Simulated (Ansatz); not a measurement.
Two isomers of C3H5N: A = `C1=CNC1`, B = `NC1=CC1`.

Calculated with Ansatz (gas phase, PBE0-D4/def2-TZVP geometries, no zero-point term in ΔE). CBS: MP2 limit from def2 TZ/QZ plus the TZ coupled-cluster correction, frozen cores. DFT in def2-TZVPP. B3LYP here is the variant with VWN-RPA as its local correlation; programs differ in this. One conformer a species, not always the lowest.

A:

```xyz
9

C     0.0798   -0.6778   -0.7557
C     1.0759   -0.0202   -0.1483
N     0.2951    0.5609    0.8809
C    -0.8914   -0.0438    0.2059
H     0.0068   -1.4446   -1.5101
H     2.1510    0.0635   -0.2572
H     0.3001    1.5735    0.9457
H    -1.4519   -0.7125    0.8644
H    -1.5656    0.7009   -0.2256
```

B:

Z-matrix (Å, degrees):
```
C
C 1 1.480
C 1 1.508 2 51.4
H 1 1.094 2 119.4 3 106.6
H 1 1.094 2 119.4 3 -106.7
N 2 1.351 1 141.5 3 174.8
H 3 1.074 1 145.2 2 -176.6
H 6 1.007 2 117.3 1 168.6
H 6 1.005 2 116.6 1 26.8
```

Task: Which is lower in electronic energy at CCSD(T)/CBS, and by how much? (Estimate.)

Result: The calculation gave: A, by 50.9 kJ/mol.

Task: Give E(B) − E(A) in kJ/mol with r2SCAN-D4, B3LYP-D4, CCSD(T)/def2-SVP, CCSD(T)/def2-TZVPP, PBE0-D4, LDA (SPW92), B2PLYP. (Best estimate.)

Result: The calculation gave: r2SCAN-D4 37.5, B3LYP-D4 39.0, CCSD(T)/def2-SVP 46.1, CCSD(T)/def2-TZVPP 51.7, PBE0-D4 39.9, LDA (SPW92) 40.6, B2PLYP 41.9. None reverses the order clearly.

Task: Does the order hold for the free energy at 298.15 K (harmonic terms from PBE0-D4)? (Estimate.)

Result: Ansatz gave: Yes: G(B) − G(A) = +44.9 kJ/mol, for one conformer each.

Largest T1 diagnostic: 0.012.

From BLYP to BHLYP (50 % exact exchange), in def2-TZVPP and without D4, E(B) − E(A) moves by +4.0 kJ/mol. Leaving LDA and LC-ωPBE aside and taking each functional with its dispersion term where it has one, the values, not all of them listed here, spread over 6.9 kJ/mol, from r2SCAN0-D4 to ωB97X-V.
